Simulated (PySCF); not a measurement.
Geometry (Å), atoms numbered from 1 in this order:
```xyz
6

C    -0.607    0.006    0.013
B     0.913   -0.041   -0.093
S     2.517   -0.082   -0.208
H    -1.000    0.890   -0.496
H    -0.922    0.045    1.059
H    -1.055   -0.880   -0.444
```

PySCF 2.14.0 with density-fitted response routines calculation with coordinates at the PBE0-D3(BJ)/def2-TZVP level and GIAO B97-2/pcSseg-2 shieldings; one computed conformer, one averaged value for each set of equivalent atoms, no relativistic terms, no solvent.

References, each an isolated molecule treated in the same way: TMS for ¹³C (σref 185.38), ¹H (σref 31.64); BF3·OEt2 for ¹¹B (σref 99.77); ³³S (σref 517.10) against CS2.

```tsv
atoms	nucleus	count	δ (ppm)
S3	³³S	1	-34
H4/H5/H6	¹H	3	?
B2	¹¹B	1	?
C1	¹³C	1	-3.6
```

**Question.** Fill in the missing shifts.

**Answer.** 
- H4/H5/H6: 0.82 ppm, hydrogen on a methyl carbon bonded to B
- B2: 57.1 ppm, boron bonded to C, S

A carbon bonded to boron is broadened by the quadrupolar boron nucleus and is often missing from a measured spectrum. Shifts are as computed. Against solution values, carbons near 30 ppm lie about +3 ppm off and those near 130 ppm about +7 ppm. Of 1211 compounds with measured shifts, 218 miss one by over three times the rms of a fit or turn the order of signals round; such compounds aren't used in these exercises.
